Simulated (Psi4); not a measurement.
# B3LYP/cc-pVDZ (Cholesky decomposition, cholesky tolerance 0.001, sweep point 6) run of SiH4S (Si(SH)H3)

Aim: the vertical ionisation energy of SiH4S (Si(SH)H3) at B3LYP/cc-pVDZ (Cholesky decomposition, cholesky tolerance 0.001, sweep point 6), from 2 runs. 

The calculation is run with Psi4 1.11.

2 further runs of the same task are left out: 2 set aside as unsound or not needed.

## Step 1: Starting point

The species is SiH4S (6 atoms), meant as a singlet with charge 0. SMILES: `[H][Si]([H])([H])S`. The shape is that of a GFN2-xTB optimisation.

Bond lengths: Si1–S2 2.147 Å, S2–H3 1.325 Å, Si1–H4 1.452 Å, Si1–H5 1.457 Å, Si1–H6 1.458 Å. Angles: Si1–S2–H3 97.0°, S2–Si1–H4 103.2°, S2–Si1–H5 107.7°, S2–Si1–H6 107.7°, H4–Si1–H5 113.2°, H4–Si1–H6 113.1°, H5–Si1–H6 111.3°.

## Step 2: The energy at B3LYP/cc-pVDZ (Cholesky decomposition, cholesky tolerance 0.001, sweep point 6)

Contents of h4ssi.in:

```
memory 1600 MB

molecule {
  0 1
  Si     0.201210    -0.014540    -0.544580
  S      0.253720     0.019820     1.601470
  H     -1.056810     0.059910     1.795240
  H      1.606010    -0.020690    -0.909950
  H     -0.503230     1.180600    -0.990160
  H     -0.500900    -1.225100    -0.952020
  units angstrom
  symmetry c1
}

set globals {
  basis cc-pVDZ
  puream true
  scf_type cd
  dft_radial_points 99
  dft_spherical_points 590
  cholesky_tolerance 0.001
}

result, w = energy("b3lyp", return_wfn=True)
```

On the command line:

```bash
$ psi4 -i h4ssi.in -o h4ssi.out -n 1
```

h4ssi.out:

```text
[...]
  Running in c1 symmetry.
[...]
  Nuclear repulsion =   89.527504102436609
[...]
  Multiplicity = 1
[...]
  Nalpha       = 17
  Nbeta        = 17
[...]
    Number of basis functions: 56
[...]
   @RKS iter   1:  -690.08240801136469   -2.09796e-01   4.96339e-03 DIIS/ADIIS
[...]
   @RKS iter   8:  -690.13704216960832   -4.73551e-09   1.46688e-07 DIIS
[...]
    Orbital Energies [Eh]
    ---------------------
    Doubly Occupied:
       1A    -88.865698     2A    -66.157935     3A     -7.931056
       4A     -5.894596     5A     -5.891177     6A     -5.885791
       7A     -5.306847     8A     -3.666666     9A     -3.664272
      10A     -3.664021    11A     -0.733702    12A     -0.547032
      13A     -0.417559    14A     -0.372745    15A     -0.364410
      16A     -0.321186    17A     -0.254088
[...]
  @RKS Final Energy:  -690.13704216960832
   => Energetics <=
    Nuclear Repulsion Energy =             89.5275041024366089
    One-Electron Energy =               -1131.8315785856621005
    Two-Electron Energy =                 390.9658669526517087
    DFT Exchange-Correlation Energy =     -38.7988346390344105
    Empirical Dispersion Energy =           0.0000000000000000
    VV10 Nonlocal Energy =                  0.0000000000000000
    Total Energy =                       -690.1370421696083213
[...]
 Multipole Moments:
 ------------------------------------------------------------------------------------
     Multipole            Electronic (a.u.)      Nuclear  (a.u.)        Total (a.u.)
 ------------------------------------------------------------------------------------
 L = 1.  Multiply by 2.5417464519 to convert [e a0] to [Debye]
 Dipole X            :          0.8746227           -1.2039031           -0.3292805
 Dipole Y            :          0.0218697           -0.0178975            0.0039722
 Dipole Z            :          2.6105083           -3.0322731           -0.4217649
 Magnitude           :                                                    0.5350953
[...]
```

Wall time 6.3 s (1 thread of AMD EPYC 9R45 (Zen 5), shared host); peak memory 0.87 GiB.

## Step 3: The doublet cation

Contents of h4ssi.in:

```
memory 1600 MB

molecule {
  1 2
  Si     0.201210    -0.014540    -0.544580
  S      0.253720     0.019820     1.601470
  H     -1.056810     0.059910     1.795240
  H      1.606010    -0.020690    -0.909950
  H     -0.503230     1.180600    -0.990160
  H     -0.500900    -1.225100    -0.952020
  symmetry c1
}

set globals {
  reference uks
  puream true
  scf_type cd
  dft_radial_points 99
  dft_spherical_points 590
  cholesky_tolerance 0.001
  maxiter 150
}

energy_value, wavefunction = energy("b3lyp/cc-pVDZ", return_wfn=True)
```

On the command line:

```bash
$ psi4 -n 1 h4ssi.in h4ssi.out
```

h4ssi.out:

```text
[...]
  Running in c1 symmetry.
[...]
  Nuclear repulsion =   89.527504102436609
[...]
  Multiplicity = 2
[...]
  Nalpha       = 17
  Nbeta        = 16
[...]
    Number of basis functions: 56
[...]
   @UKS iter   1:  -689.75813234737484    1.14479e-01   2.84931e-03 ADIIS/DIIS
[...]
   @UKS iter   9:  -689.78195853251475   -7.96308e-09   4.52012e-07 DIIS
[...]
   @S^2 Observed:                7.541619877E-01
[...]
    Orbital Energies [Eh]
    ---------------------
    Alpha Occupied:
       1A    -89.206370     2A    -66.382042     3A     -8.269243
       4A     -6.237364     5A     -6.228315     6A     -6.224297
       7A     -5.533822     8A     -3.894901     9A     -3.890530
      10A     -3.889613    11A     -1.050861    12A     -0.785329
      13A     -0.696568    14A     -0.623614    15A     -0.605101
      16A     -0.576431    17A     -0.565799
    Alpha Virtual:
      18A     -0.219476    19A     -0.214344    20A     -0.157822
      21A     -0.156434    22A     -0.131918    23A      0.023445
      24A      0.031062    25A      0.053629    26A      0.065780
[...]
  @UKS Final Energy:  -689.78195853251475
   => Energetics <=
    Nuclear Repulsion Energy =             89.5275041024366089
    One-Electron Energy =               -1122.5608908418439569
    Two-Electron Energy =                 381.7994186385694775
    DFT Exchange-Correlation Energy =     -38.5479904316767943
    Empirical Dispersion Energy =           0.0000000000000000
    VV10 Nonlocal Energy =                  0.0000000000000000
    Total Energy =                       -689.7819585325147500
[...]
 Multipole Moments:
 ------------------------------------------------------------------------------------
     Multipole            Electronic (a.u.)      Nuclear  (a.u.)        Total (a.u.)
 ------------------------------------------------------------------------------------
 L = 1.  Multiply by 2.5417464519 to convert [e a0] to [Debye]
 Dipole X            :          0.6687768           -1.2039031           -0.5351263
 Dipole Y            :          0.0278574           -0.0178975            0.0099599
 Dipole Z            :          3.0805460           -3.0322731            0.0482729
 Magnitude           :                                                    0.5373915
[...]
```

It took 9.3 s on 1 thread of AMD EPYC 9R45 (Zen 5), shared host; peak memory 0.87 GiB.

## Step 4: Outcome

At B3LYP/cc-pVDZ (Cholesky decomposition, cholesky tolerance 0.001, sweep point 6):

```
                                          quantity          value
                       singlet SiH4S: total energy  -690.13704 Eh
                      singlet SiH4S: dipole moment         1.36 D
                        singlet SiH4S: HOMO energy       -6.91 eV
                        singlet SiH4S: LUMO energy        0.16 eV
                      singlet SiH4S: HOMO–LUMO gap        7.07 eV
                      doublet cation: total energy  -689.78196 Eh
doublet cation: HOMO energy (highest over α and β)      -15.40 eV
 doublet cation: LUMO energy (lowest over α and β)      -12.36 eV
                              doublet cation: ⟨S²⟩          0.754
vertical ionisation energy (to the doublet cation)       9.662 eV
```

What this shows: Removing an electron at fixed nuclei costs 9.66 eV (223 kcal/mol). The negative HOMO energy of the first species, 6.91 eV, lies 2.75 eV below that difference.
